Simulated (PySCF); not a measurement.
**Gas-phase thermal properties of CH2F2**

Energies from PySCF (xtb for GFN2), thermal terms from the rigid-rotor harmonic-oscillator model, ideal gas at 1 bar. 'Table' is the NASA 1993 thermochemical table (part measured, part estimated). 6-31G* has spherical d functions here. All species are closed-shell singlets. B3LYP is the form with VWN-RPA correlation. The harmonic model lacks anharmonicity and excited electronic states, which grow with temperature; levels with a mode under 35 cm⁻¹ are left out. The table's entry may be an old estimate for CH2F2 (not checked at source).

```csv
level,point group,σ,ZPE (kJ/mol),S°298 (J/mol/K),Cp298 (J/mol/K),S°1000 (J/mol/K),H1000 − H298 (kJ/mol)
table,-,-,-,246.7,42.8,322.4,46.8
B3LYP/6-31G*,C2v,2,86.8,246.7,42.5,321.4,46.2
GFN2-xTB,C2v,2,80.4,247.3,44.5,325.4,48.2
HF/6-31G*,C2v,2,94.5,245.6,40.7,316.6,44.0
PBE/def2-SVP,C2v,2,83.3,247.0,43.2,323.2,47.2
PBE0/def2-TZVP,C2v,2,86.4,246.4,42.5,321.3,46.3
```
σ: rotational symmetry number. Electronic degeneracy used: 1. Frequencies are unscaled.
